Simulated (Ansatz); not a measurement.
The input, for Ansatz 0.2.0:

```yaml
crystal:
  periodic: [false, false, false]
  atoms:
    - {symbol: B, position_ang: [0.000000, 0.000000, -4.982333]}
    - {symbol: Al, position_ang: [0.000000, 0.000000, 1.702667]}
    - {symbol: H, position_ang: [0.000000, 0.000000, 3.279667]}
basis:
  gaussian: {orbitals: 6-31G}
magnetization: {spin_polarized: false, initial_magnetization: 3}
correlation: {method: ccsdt_q, electrons: outside_noble_gas}
```

```sh
$ ansatz run in.yaml --threads 1 --pin off --events-out ev --progress --plain --max-ram 2393MiB
```

Output:

```
478 factors; integrals over basis functions are off by at most 6.0e-8 eV
mean field evaluation 1: about -7256.4305 eV, gradient 9.2e0 eV
mean field evaluation 2: about -7256.4346 eV, gradient 9.2e0 eV
mean field evaluation 4: about -7255.9673 eV, gradient 1.4e1 eV
mean field evaluation 8: about -7259.6719 eV, gradient 1.1e0 eV
mean field evaluation 16: about -7262.8095 eV, gradient 3.0e-5 eV
mean field evaluation 32: about -7262.8128 eV, gradient 1.2e-4 eV
mean field evaluation 64: about -7262.8095 eV, gradient 2.9e-5 eV
mean field evaluation 96: about -7262.8095 eV, gradient 2.9e-5 eV
mean field evaluation 128: about -7262.8128 eV, gradient 1.7e-2 eV
mean field evaluation 160: about -7262.8072 eV, gradient 3.6e-1 eV
...
cycle   6  -1.93810779 eV  change   -3.2e-3 eV  update   3.8e-4
cycle   7  -1.93782892 eV  change    2.8e-4 eV  update   1.2e-4
cycle   8  -1.93761292 eV  change    2.2e-4 eV  update   5.6e-5
cycle   9  -1.93772460 eV  change   -1.1e-4 eV  update   2.5e-5
cycle  10  -1.93773345 eV  change   -8.8e-6 eV  update   1.1e-5
cycle  11  -1.93773454 eV  change   -1.1e-6 eV  update   7.9e-6
cycle  12  -1.93773266 eV  change    1.9e-6 eV  update   5.9e-6
cycle  13  -1.93773200 eV  change    6.6e-7 eV  update   3.3e-6
cycle  14  -1.93773237 eV  change   -3.7e-7 eV  update   1.6e-6
cycle  15  -1.93773245 eV  change   -8.4e-8 eV  update   6.7e-7
perturbative correction -0.00005849 eV, -0.0000021495 hartree
Total energy: -7264.75059793 eV, -266.9746602490 hartree
```

For the same geometry and basis full CI lies 0.0 meV higher.

Ran on 1 thread of Arm Neoverse N1, shared host: 5.5 s wall, 0.15 GiB peak host memory.
